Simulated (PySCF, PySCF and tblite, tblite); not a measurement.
**C4H10S2: a path driven as rotation about a bond, and NMR exchange**

Aim: the barrier and rate of rotation about a bond in C4H10S2 (`CSSC(C)C`), and what it does to NMR lines.

Computed with tblite 0.8.0 (tight binding) and PySCF 2.14.0 (DFT, with response routines of our own); each step states its level. Atoms count from 0 throughout.

## (1) The molecule as given

16 atoms, charge 0, multiplicity 1; geometry from: force field or distance geometry start.

Bonds of the start (Å): C0–H6 1.08, C0–H7 1.10, C0–H8 1.09, C0–S1 1.81, C3–C4 1.52, C3–C5 1.54, C3–H9 1.09, C4–H10 1.10, C4–H11 1.10, C4–H12 1.09, C5–H13 1.09, C5–H14 1.09, C5–H15 1.10, S1–S2 2.04, S2–C3 1.84.

## (2) GFN2-xTB relaxation, start minimum

The job: settings as JSON, then the geometry in Å.

```
{"job": {"xc": "GFN2-xTB", "basis": "xTB", "kind": "relax"}, "charge": 0, "multiplicity": 1}
C      2.655200     0.673300    -0.195100
S      1.549800     0.588800     1.237700
S     -0.114100     1.575600     0.594800
C     -1.251500     0.282100    -0.063400
C     -0.655800    -0.486400    -1.227300
C     -1.700500    -0.674800     1.052100
H      3.595900     0.193100     0.046100
H      2.859700     1.723200    -0.447000
H      2.217500     0.158400    -1.053000
H     -2.140900     0.809400    -0.410000
H     -0.310700     0.196800    -2.018900
H     -1.417000    -1.138700    -1.682500
H      0.173600    -1.126200    -0.924700
H     -2.139000    -0.128100     1.889100
H     -2.458400    -1.358900     0.678400
H     -0.871400    -1.278600     1.452000
```

Run with:

```bash
$ OMP_NUM_THREADS=1 python ens_run.py task.json out
```

The driver reads the study from task.json and runs its stages one after another.

The program printed:

```text
step      E/eV     max force
  0    -548.85335    1.031
  1    -548.88487    0.465
  2    -548.89694    0.304
  3    -548.90391    0.208
  4    -548.91046    0.240
  5    -548.91388    0.171
  6    -548.91572    0.085
  7    -548.91697    0.104
  8    -548.91823    0.112
  9    -548.91919    0.092
 10    -548.91980    0.051
 11    -548.92029    0.061
 12    -548.92095    0.087
 13    -548.92189    0.115
 14    -548.92294    0.087
 15    -548.92377    0.057
 16    -548.92432    0.053
 17    -548.92473    0.067
 18    -548.92506    0.050
 19    -548.92524    0.026
 20    -548.92533    0.027
 21    -548.92539    0.023
 22    -548.92547    0.027
 23    -548.92554    0.030
 24    -548.92560    0.022
 25    -548.92564    0.017
 26    -548.92568    0.016
 27    -548.92575    0.025
 28    -548.92583    0.034
 29    -548.92593    0.033
 30    -548.92602    0.020
 31    -548.92609    0.018
 32    -548.92615    0.018
 33    -548.92619    0.018
 34    -548.92622    0.014
 35    -548.92625    0.013
 36    -548.92628    0.016
 37    -548.92632    0.017
 38    -548.92636    0.021
 39    -548.92639    0.016
 40    -548.92641    0.012
 41    -548.92643    0.011
 42    -548.92645    0.012
 43    -548.92647    0.011
 44    -548.92649    0.010
 45    -548.92651    0.011
 46    -548.92652    0.010
 47    -548.92654    0.011
 48    -548.92655    0.009
 49    -548.92656    0.006
 50    -548.92656    0.006
 51    -548.92657    0.006
 52    -548.92657    0.005
 53    -548.92657    0.004
 54    -548.92657    0.002
```

Wall time 0.54 s (1 thread of Arm Neoverse N1, shared host).

Relaxing gained 0.073 eV and moved the atoms by 0.06 Å on average (rms).

## (3) Relaxed scan, rotation

The job: settings as JSON, then the geometry in Å.

```
{"job": {"xc": "GFN2-xTB", "basis": "xTB", "coordinate": [["t", [0, 1, 2, 3], 1.0]], "kind": "drive"}, "charge": 0, "multiplicity": 1}
C      2.673766     0.679529    -0.216371
S      1.509146     0.462894     1.173966
S     -0.105208     1.532718     0.576109
C     -1.277717     0.253664    -0.066480
C     -0.677247    -0.499993    -1.238105
C     -1.704595    -0.666461     1.061452
H      3.604080     0.218542     0.097691
H      2.819484     1.740034    -0.393144
H      2.291707     0.189552    -1.105831
H     -2.116828     0.869706    -0.399209
H     -0.335290     0.189966    -2.007101
H     -1.423922    -1.161351    -1.673942
H      0.161529    -1.108721    -0.904018
H     -2.149550    -0.095614     1.873075
H     -2.433902    -1.388615     0.699283
H     -0.843054    -1.206907     1.451085
```

The program printed:

```text
point  coordinate     E/eV
  0    114.800     -548.89938
  1    129.700     -548.84462
  2    144.800     -548.79301
  3    160.000     -548.75277
  4    175.200     -548.73505
  5    190.300     -548.73506
  6    205.500     -548.76407
  7    220.700     -548.81033
  8    235.700     -548.86553
  9    250.500     -548.91094
 10    265.000     -548.91434
 11    279.200     -548.84232
```

Wall time 4.5 s (1 thread of Arm Neoverse N1, shared host).

The highest point is number 4, 3.8 kcal/mol above the first.

## (4) Nudged elastic band, leg 1

The job, as its differences from that of step 3:

```diff
@@ -1,2 +1,2 @@
-{"job": {"xc": "GFN2-xTB", "basis": "xTB", "coordinate": [["t", [0, 1, 2, 3], 1.0]], "kind": "drive"}, "charge": 0, "multiplicity": 1}
+{"job": {"xc": "GFN2-xTB", "basis": "xTB", "kind": "neb"}, "charge": 0, "multiplicity": 1}
 C      2.673766     0.679529    -0.216371
```

The program printed:

```text
image   E - E0 / eV
  0       0.0000
  1       0.0765
  2       0.1679
  3       0.1907
  4       0.1193
  5       0.0228
  6      -0.0001
```

Run time: 2.2 s. Hardware: 1 thread of Arm Neoverse N1, shared host; peak memory 0.19 GiB.

The highest point is number 3, 4.4 kcal/mol above the first.

## (5) Saddle search, leg 1

The job: settings as JSON, then the geometry in Å.

```
{"job": {"xc": "GFN2-xTB", "basis": "xTB", "kind": "saddle"}, "charge": 0, "multiplicity": 1}
C      3.040852     0.981883     0.255652
S      1.673711    -0.180229     0.008590
S      0.152733     1.223625    -0.241686
C     -1.336136     0.153670    -0.192538
C     -1.289414    -0.868848    -1.314340
C     -1.513177    -0.478735     1.176019
H      3.882965     0.391298     0.601499
H      2.758463     1.716587     1.002660
H      3.281280     1.465670    -0.687144
H     -2.133331     0.879970    -0.378067
H     -1.112025    -0.380038    -2.270009
H     -2.234654    -1.404773    -1.366908
H     -0.489928    -1.585887    -1.135759
H     -1.549235     0.285449     1.949634
H     -2.443332    -1.043387     1.203137
H     -0.688773    -1.156253     1.389260
```

The program printed:

```text
step      E/eV     max force
  0    -548.73583   0.0275
  1    -548.73590   0.1276
  2    -548.73654   0.0327
  3    -548.73699   0.0238
  4    -548.73659   0.0686
  5    -548.73703   0.0107
  6    -548.73680   0.0163
  7    -548.73639   0.0246
  8    -548.73595   0.0251
  9    -548.73578   0.0330
 10    -548.73580   0.0204
 11    -548.73581   0.0000
lowest wavenumbers (cm-1): -55.2 73.2 127.3 132.2 202.5 210.0
```

Wall time 6 s (1 thread of Arm Neoverse N1, shared host); peak memory 0.19 GiB.

Point group Cs; 1 imaginary mode, 55i cm⁻¹, carried by C0, S1. Steps downhill from it reached both ends.

## (6) Shieldings, start: PBE0/pcSseg-1

The job: settings as JSON, then the geometry in Å.

```
{"job": {"kind": "nmr", "xc": "PBE0", "basis": "pcSseg-1", "pop": false}, "charge": 0, "multiplicity": 1}
C      2.673766     0.679529    -0.216371
S      1.509146     0.462894     1.173966
S     -0.105208     1.532718     0.576109
C     -1.277717     0.253664    -0.066480
C     -0.677247    -0.499993    -1.238105
C     -1.704595    -0.666461     1.061452
H      3.604080     0.218542     0.097691
H      2.819484     1.740034    -0.393144
H      2.291707     0.189552    -1.105831
H     -2.116828     0.869706    -0.399209
H     -0.335290     0.189966    -2.007101
H     -1.423922    -1.161351    -1.673942
H      0.161529    -1.108721    -0.904018
H     -2.149550    -0.095614     1.873075
H     -2.433902    -1.388615     0.699283
H     -0.843054    -1.206907     1.451085
```

The program printed:

```text
coarse grid: 13792 points
cycle   1  E = -954.2316800858  dE =  4.405e-01  |g| = 3.481e-01  |ddm| = 3.519e+00
cycle   2  E = -954.2341177410  dE = -2.438e-03  |g| = 3.456e-01  |ddm| = 5.894e-01
cycle   3  E = -954.2640000676  dE = -2.988e-02  |g| = 3.974e-02  |ddm| = 2.773e-01
cycle   4  E = -954.2643489929  dE = -3.489e-04  |g| = 2.103e-02  |ddm| = 8.147e-02
cycle   5  E = -954.2644582584  dE = -1.093e-04  |g| = 4.544e-03  |ddm| = 2.605e-02
cycle   6  E = -954.2644630403  dE = -4.782e-06  |g| = 1.056e-03  |ddm| = 5.074e-03
final grid: 122048 points
cycle   7  E = -954.3056864755  dE = -3.587e-05  |g| = 9.743e-03  |ddm| = 2.976e-02
cycle   8  E = -954.3056703754  dE =  1.610e-05  |g| = 1.243e-02  |ddm| = 1.886e-02
cycle   9  E = -954.3057098068  dE = -3.943e-05  |g| = 9.344e-04  |ddm| = 1.183e-02
cycle  10  E = -954.3057100327  dE = -2.259e-07  |g| = 1.921e-04  |ddm| = 1.199e-03
cycle  11  E = -954.3057100404  dE = -7.661e-09  |g| = 5.809e-05  |ddm| = 1.875e-04
cycle  12  E = -954.3057100412  dE = -7.594e-10  |g| = 2.378e-05  |ddm| = 9.470e-05
converged SCF energy = -954.3057100412

GIAO shielding tensors (ppm)
atom      isotropic    diamagn.    paramagn.     s11        s22        s33       span
  0 C      156.314     251.470     -95.157    127.553    152.903    188.485     60.932
  1 S      552.563    1056.682    -504.119    336.717    561.599    759.373    422.656
  2 S      371.739    1057.063    -685.324    248.986    340.134    526.096    277.109
  3 C      139.152     250.291    -111.139    118.270    136.196    162.989     44.720
  4 C      162.956     248.748     -85.792    138.996    162.874    186.999     48.003
  5 C      162.645     247.548     -84.903    138.867    162.302    186.768     47.901
  6 H       29.922      28.950       0.972     24.745     26.080     38.941     14.195
  7 H       29.436      29.503      -0.067     24.659     27.332     36.317     11.658
  8 H       29.376      31.076      -1.701     23.442     29.816     34.870     11.428
  9 H       29.066      31.973      -2.906     25.594     26.171     35.435      9.841
 10 H       30.466      30.773      -0.307     26.002     28.456     36.940     10.937
 11 H       30.518      30.107       0.411     25.559     28.027     37.969     12.410
 12 H       30.044      31.210      -1.166     26.309     30.904     32.917      6.608
 13 H       30.468      29.628       0.840     25.720     27.957     37.727     12.008
 14 H       30.670      29.339       1.331     25.623     28.154     38.232     12.609
 15 H       29.959      29.944       0.015     25.488     31.224     33.166      7.679
```

Wall time 33 s (1 thread of Arm Neoverse N1, shared host); peak memory 0.76 GiB.

Key values: HOMO -6.60 eV, LUMO -0.04 eV; dipole 2.12 D.

## (7) Shieldings, saddle of leg 1: PBE0/pcSseg-1

The job: settings as JSON, then the geometry in Å.

```
{"job": {"kind": "nmr", "xc": "PBE0", "basis": "pcSseg-1", "pop": false}, "charge": 0, "multiplicity": 1}
C      3.043489     0.978361     0.232692
S      1.641990    -0.166812     0.231463
S      0.146414     1.231029    -0.168988
C     -1.338025     0.155645    -0.191491
C     -1.245702    -0.861924    -1.314610
C     -1.557147    -0.483947     1.168022
H      3.923189     0.376258     0.434933
H      2.904260     1.721246     1.012591
H      3.124266     1.453887    -0.740374
H     -2.131826     0.878958    -0.401196
H     -1.062606    -0.367075    -2.265731
H     -2.177155    -1.420377    -1.384619
H     -0.433442    -1.560534    -1.122503
H     -1.591090     0.274316     1.947069
H     -2.497824    -1.031203     1.171522
H     -0.748790    -1.177828     1.391221
```

The program printed:

```text
coarse grid: 13792 points
cycle   1  E = -954.2228294706  dE =  4.270e-01  |g| = 3.418e-01  |ddm| = 3.498e+00
cycle   2  E = -954.2263092861  dE = -3.480e-03  |g| = 3.335e-01  |ddm| = 5.721e-01
cycle   3  E = -954.2541560918  dE = -2.785e-02  |g| = 3.362e-02  |ddm| = 2.645e-01
cycle   4  E = -954.2544065307  dE = -2.504e-04  |g| = 1.659e-02  |ddm| = 6.193e-02
cycle   5  E = -954.2544699544  dE = -6.342e-05  |g| = 4.658e-03  |ddm| = 2.111e-02
cycle   6  E = -954.2544750386  dE = -5.084e-06  |g| = 1.084e-03  |ddm| = 5.217e-03
final grid: 122048 points
cycle   7  E = -954.2948231392  dE = -3.225e-05  |g| = 9.683e-03  |ddm| = 2.654e-02
cycle   8  E = -954.2948108929  dE =  1.225e-05  |g| = 1.183e-02  |ddm| = 1.766e-02
cycle   9  E = -954.2948463021  dE = -3.541e-05  |g| = 6.648e-04  |ddm| = 1.035e-02
cycle  10  E = -954.2948464093  dE = -1.072e-07  |g| = 1.956e-04  |ddm| = 8.439e-04
cycle  11  E = -954.2948464177  dE = -8.397e-09  |g| = 5.314e-05  |ddm| = 1.922e-04
cycle  12  E = -954.2948464183  dE = -5.905e-10  |g| = 2.178e-05  |ddm| = 6.789e-05
converged SCF energy = -954.2948464183

GIAO shielding tensors (ppm)
atom      isotropic    diamagn.    paramagn.     s11        s22        s33       span
  0 C      167.651     251.141     -83.490    154.448    160.728    187.777     33.329
  1 S      558.631    1058.469    -499.838    381.131    534.588    760.174    379.042
  2 S      384.693    1058.163    -673.470    209.364    350.858    593.858    384.494
  3 C      141.075     250.482    -109.407    125.617    136.481    161.126     35.508
  4 C      160.669     248.044     -87.376    136.240    159.745    186.022     49.782
  5 C      160.669     248.046     -87.377    136.240    159.747    186.019     49.779
  6 H       29.601      28.731       0.871     24.274     26.119     38.411     14.137
  7 H       29.525      29.791      -0.265     23.669     27.493     37.414     13.745
  8 H       29.525      29.790      -0.266     23.669     27.492     37.414     13.745
  9 H       28.913      31.971      -3.058     25.334     25.883     35.522     10.189
 10 H       30.133      30.067       0.066     25.553     28.261     36.587     11.034
 11 H       30.495      29.510       0.985     25.610     27.991     37.882     12.271
 12 H       29.890      30.566      -0.676     25.112     31.304     33.253      8.141
 13 H       30.133      30.068       0.066     25.552     28.261     36.587     11.034
 14 H       30.495      29.510       0.984     25.610     27.991     37.882     12.272
 15 H       29.890      30.567      -0.677     25.112     31.304     33.253      8.141
```

Wall time 32 s (1 thread of Arm Neoverse N1, shared host); peak memory 0.77 GiB.

This run: HOMO -5.61 eV, LUMO -0.52 eV; dipole 0.28 D.

## (8) The path in numbers

The job: settings as JSON, then the geometry in Å.

```
{"job": {"smiles": "CSSC(C)C", "charge": 0, "mult": 1, "motion": "rotation", "what": "dichalcogenide", "atoms": [1, 2], "drives": [{"terms": [["t", [0, 1, 2, 3], 1.0]], "by": 180, "n": 12}], "study": "path", "level": {"kind": "nmr", "xc": "PBE0", "basis": "pcSseg-1"}, "fields": [90, 250, 400], "first": 5, "seed": 963, "kind": "path"}, "charge": 0, "multiplicity": 1}
C      2.673766     0.679529    -0.216371
S      1.509146     0.462894     1.173966
S     -0.105208     1.532718     0.576109
C     -1.277717     0.253664    -0.066480
C     -0.677247    -0.499993    -1.238105
C     -1.704595    -0.666461     1.061452
H      3.604080     0.218542     0.097691
H      2.819484     1.740034    -0.393144
H      2.291707     0.189552    -1.105831
H     -2.116828     0.869706    -0.399209
H     -0.335290     0.189966    -2.007101
H     -1.423922    -1.161351    -1.673942
H      0.161529    -1.108721    -0.904018
H     -2.149550    -0.095614     1.873075
H     -2.433902    -1.388615     0.699283
H     -0.843054    -1.206907     1.451085
```

The program printed:

```text
stationary points (kcal/mol above the start)
  n  kind          group   xTB      DFT    lowest mode
  0  minimum      C1       0.00     0.00      58.1
  1  saddle       Cs       4.40     7.15     -55.2
  2  minimum      C1      -0.00     0.00      59.8

GFN2-xTB energies: T/K, barrier G, reaction G (kcal/mol), k forward, k back (1/s)
 150.00     4.49     0.01   8.88e+05   9.21e+05
 200.00     4.58     0.01   4.14e+07   4.27e+07
 250.00     4.68     0.01   4.25e+08   4.37e+08
 298.15     4.78     0.01   1.94e+09   1.99e+09
 350.00     4.91     0.01    6.3e+09   6.43e+09
 400.00     5.04     0.01   1.48e+10   1.51e+10
 500.00     5.32     0.02   4.94e+10   5.02e+10

PBE0/pcSseg-1 + D3(BJ) energies: T/K, barrier G, reaction G (kcal/mol), k forward, k back (1/s)
 150.00     7.24     0.01       87.6       91.2
 200.00     7.33     0.01    4.1e+04   4.24e+04
 250.00     7.43     0.01   1.68e+06   1.73e+06
 298.15     7.53     0.02   1.87e+07   1.92e+07
 350.00     7.66     0.02   1.21e+08   1.24e+08
 400.00     7.79     0.02   4.65e+08   4.74e+08
 500.00     8.07     0.02   3.11e+09   3.16e+09
```

It took 84 s on 1 thread of Arm Neoverse N1, shared host; peak memory 0.77 GiB. This counts the whole study up to here.

Barriers by level (kcal/mol; entropies in cal/(mol K)). Zero-point and thermal terms come from xTB in every row. ΔG‡ leaves symmetry out; the rate counts one path; effective ΔG‡, where given, is the barrier that would give that rate by Eyring's equation alone:

| level | ΔE‡ | with zero-point | ΔH‡ | ΔS‡ | ΔG‡ (298 K) | ΔE of reaction | k at 298 K (1/s) | effective ΔG‡ |
| --- | --- | --- | --- | --- | --- | --- | --- | --- |
| GFN2-xTB | 4.40 | 4.33 | 3.86 | -3.1 | 4.78 | 0.00 | 1.9e+09 | 4.78 |
| PBE0/pcSseg-1 + D3(BJ) | 7.15 | 7.08 | 6.61 | -3.1 | 7.53 | 0.00 | 1.9e+07 | 7.53 |

Sites that the driver pairs across this motion, and where their lines would merge (no couplings; faster rotations or exchange between molecules can average them sooner):

| nucleus | sites: shielding (ppm) | proton frequency (MHz) | spread (Hz) | coalescence (K) | lines at 298 K |
| --- | --- | --- | --- | --- | --- |
| ¹³C | C4: 163.0; C5: 162.6 | 90 | 7 | 140 | 1 |
| ¹³C | C4: 163.0; C5: 162.6 | 250 | 20 | 146 | 1 |
| ¹³C | C4: 163.0; C5: 162.6 | 400 | 31 | 148 | 1 |

## (9) Outcome

```
                        quantity                              value
barrier (PBE0/pcSseg-1 + D3(BJ))   ΔE‡ 7.2, ΔG‡(298 K) 7.5 kcal/mol
              barrier (GFN2-xTB)                   ΔE‡ 4.4 kcal/mol
                   rate at 298 K                        1.9e+07 s⁻¹
                 end of the path  the start, renumbered or mirrored
           coalescence of ¹³C C4                   148 K at 400 MHz
```

DFT puts the top 7.2 kcal/mol above the start (xTB: 4.4); the rate from the DFT barrier is 1.9e+07 s⁻¹ at 298 K. An error of 1.4 kcal/mol changes that rate tenfold. The ¹³C lines of C4 and its partners, 31 Hz apart at 400 MHz, merge at 148 K, so by this path alone the exchange at 298 K is fast for them; other paths were not followed.
